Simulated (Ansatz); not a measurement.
Born–Oppenheimer molecular dynamics of AlFH$_{3}$N (6 atoms, charge 0, multiplicity 1). It starts from a relaxed structure.

Method: UKS PBE/def2-SVP (Ansatz).

* ensemble: NVE (velocity Verlet)
* time step: 0.5 fs
* steps asked: 100
* starting velocities drawn for: 1000 K
* seed: 747166

First frame:

```xyz
6
Properties=species:S:1:pos:R:3
N -0.613 0.241 -0.703
Al 0.523 -0.181 0.593
F 1.113 -1.755 0.635
H -1.029 1.166 -0.830
H -0.944 -0.397 -1.431
H 0.991 0.862 1.689
```

How far do the bonds stretch over the last three quarters of this one trajectory? (Pairs bonded in most of those frames.)


```tsv
bond	mean (Å)	spread (Å)	shortest	longest
N1–Al2	1.781	0.026	1.73	1.81
N1–H4	1.025	0.014	1.00	1.05
N1–H5	1.030	0.046	0.96	1.10
Al2–F3	1.686	0.026	1.65	1.72
Al2–H6	1.600	0.101	1.46	1.75
```

Mean temperature of the second half: 440 K. The conserved energy stayed within 0.67 meV per atom of its start (net change 0.57 meV per atom), so the integration is sound. A run of 0.05 ps of so small a system gives no equilibrium averages.

Time of the run: 2.7 min on 1 CPU thread of a shared host.
